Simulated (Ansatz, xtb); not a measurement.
# Two isomers of C5H4S

We compare X, `C=C1C=CC1=S`, a singlet, with Y, the triplet with the links of `S=C1C=CC=C1`. Both are isolated molecules in the gas phase, relaxed with PBE0-D3(BJ)/def2-SVP.

X (Å):

```yaml
atoms:
  - { symbol: C, position_ang: [-1.6355, -2.1814, -1.0583] }
  - { symbol: C, position_ang: [-0.6667, -1.2737, -0.9634] }
  - { symbol: C, position_ang: [0.8047, -1.1878, -1.0815] }
  - { symbol: C, position_ang: [0.8303, 0.1507, -0.8120] }
  - { symbol: C, position_ang: [-0.6370, 0.2072, -0.6654] }
  - { symbol: S, position_ang: [-1.7499, 1.3267, -0.3357] }
  - { symbol: H, position_ang: [-1.4276, -3.2282, -1.2902] }
  - { symbol: H, position_ang: [-2.6723, -1.8735, -0.9002] }
  - { symbol: H, position_ang: [1.5801, -1.9248, -1.3027] }
  - { symbol: H, position_ang: [1.6139, 0.9047, -0.7311] }
```

Y (Å):

```yaml
atoms:
  - { symbol: C, position_ang: [-1.4703, -0.8850, -0.5916] }
  - { symbol: C, position_ang: [-0.7301, -2.0734, -0.9474] }
  - { symbol: C, position_ang: [0.5357, -1.6608, -1.2804] }
  - { symbol: C, position_ang: [0.6154, -0.2156, -1.1413] }
  - { symbol: C, position_ang: [-0.6014, 0.2615, -0.7228] }
  - { symbol: S, position_ang: [-3.0868, -0.8431, -0.1018] }
  - { symbol: H, position_ang: [-1.1235, -3.0881, -0.9439] }
  - { symbol: H, position_ang: [1.3529, -2.3090, -1.5985] }
  - { symbol: H, position_ang: [1.5015, 0.3884, -1.3389] }
  - { symbol: H, position_ang: [-0.8821, 1.2937, -0.5223] }
```

Q: Which of the two would you expect CCSD(T)/def2-SVP + ΔMP2/def2-TZVPP electronic energies to favour?

A: Structure X; the calculation gives E(Y) − E(X) = +8.4 kcal/mol.

The same difference at several levels:

```tsv
level	geometry	E(Y) − E(X) (kcal/mol)	departure from the last row (kcal/mol)	job, with rough time for the two
PBE0-D3(BJ)/def2-SVP	PBE0-D3(BJ)/def2-SVP	+0.4	−8.0	optimisation, 62 s
HF/def2-SVP	PBE0-D3(BJ)/def2-SVP	−15.1	−23.5	part of the CCSD(T) run
MP2/def2-SVP	PBE0-D3(BJ)/def2-SVP	+13.2	+4.8	part of the CCSD(T) run
CCSD(T)/def2-SVP	PBE0-D3(BJ)/def2-SVP	+5.8	−2.5	single point
CCSD(T)/def2-SVP + ΔMP2/def2-TZVPP	PBE0-D3(BJ)/def2-SVP	+8.4		single point, 2.4 min
```

As drawn, both hold the same kinds of bond in the same numbers. Structure X has a 4-membered ring, Y a 5-membered ring.

HF/def2-SVP puts the two in the other order. PBE0-D3(BJ)/def2-SVP finds them nearly level. The largest departure from CCSD(T)/def2-SVP + ΔMP2/def2-TZVPP is that of HF/def2-SVP, 23.5 kcal/mol. At CCSD(T)/def2-SVP + ΔMP2/def2-TZVPP a singlet with the links of Y lies below this triplet. Levels run at GFN2-xTB geometries aren't shown. The last row adds to CCSD(T) the change of the MP2 difference between the two basis sets, here +2.5 kcal/mol.

With harmonic frequencies from PBE0-D3(BJ)/def2-SVP (ideal gas, rigid rotor, one conformer each, 298.15 K, 1 atm): the zero-point term adds −0.3 kcal/mol; ΔH is +8.0 and ΔG +7.8 kcal/mol.

Open shells are spin-unrestricted. The correlated steps freeze 10 core orbitals. ΔG holds the spin degeneracy. Run with Ansatz 0.2.0; the last row on 2 threads of Arm Neoverse V1 on a shared host.
